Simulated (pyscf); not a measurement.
Single points on ωB97X-D3(BJ)/def2-SVP structures (PySCF, gas phase).

Task: PBE/def2-TZVP puts the barrier of `[F][W]([F])([F])([F])=[S]` + `[ClH]` -> `[F][W]([F])([F])([F])([SH])[Cl]` (addition across a multiple bond or ene-type step; singlet surface; Cl–H broken, H–S, Cl–W formed) at 20.0 kcal/mol and the reaction energy at +3.8 kcal/mol, from the separated reactants. What do r²SCAN/def2-TZVP, M06-2X/def2-TZVP, ωB97M-D3(BJ)/def2-TZVP give on the same structures?

Result: r²SCAN: ΔE‡ = 20.2 kcal/mol, ΔE = +1.9 kcal/mol; M06-2X: ΔE‡ = 30.3 kcal/mol, ΔE = +10.7 kcal/mol; ωB97M-D3(BJ): ΔE‡ = 29.0 kcal/mol, ΔE = +7.7 kcal/mol. PBE's barrier matches one of them and lies within 10.3 kcal/mol of the others. Its reaction energy lies among theirs. On the product side the descent ends in a point that may be a rotor saddle (no frequency run), 1.6 kcal/mol over the lowest minimum found and 20.9 kcal/mol under the saddle at ωB97X-D3(BJ)/def2-TZVP. At ωB97X-D3(BJ)/def2-TZVP the barrier from the zero used here is 23.2 kcal/mol. This is the saddle that the search found; another between the same sides may lie lower. Elements past Kr carry the def2 core potentials, without spin-orbit coupling.
